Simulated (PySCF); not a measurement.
H₂O₂, charge +1, doublet, geometry from GFN2-xTB (a state made from the parent by changing its charge; the spin is typed, not shown lowest).

PySCF was given this input:
```python
from pyscf import gto, scf, mp

mol = gto.M(
    atom='''
O    -0.590657   -0.019005    0.259309
O     0.590657    0.019005   -0.259309
H    -1.289471   -0.034173   -0.463518
H     1.289471    0.034173    0.463518
''',
    basis='6-31g',
    charge=1,
    spin=1,
    verbose=4,
)

mf = scf.UHF(mol)
mf.kernel()

pt = mp.MP2(mf)
pt.kernel()
print('E(MP2) = %.10f' % pt.e_tot)
mf.analyze()
```

Question: Predict the SCF-reference HOMO energy from MP2/6-31G run with PySCF.

Answer: -24.24 eV

Question: Predict the SCF-reference <S^2> from MP2/6-31G.

Answer: 0.766

Question: What number of basis functions does MP2/6-31G give?

Answer: 22

Question: Give the MP2 correlation energy at the level MP2/6-31G.

Answer: -0.2533 Eh

Question: What nuclear repulsion energy does MP2/6-31G give?

Answer: 39.3282 Eh

These values belong to the state on which the SCF converged, which isn't shown to be the lowest.
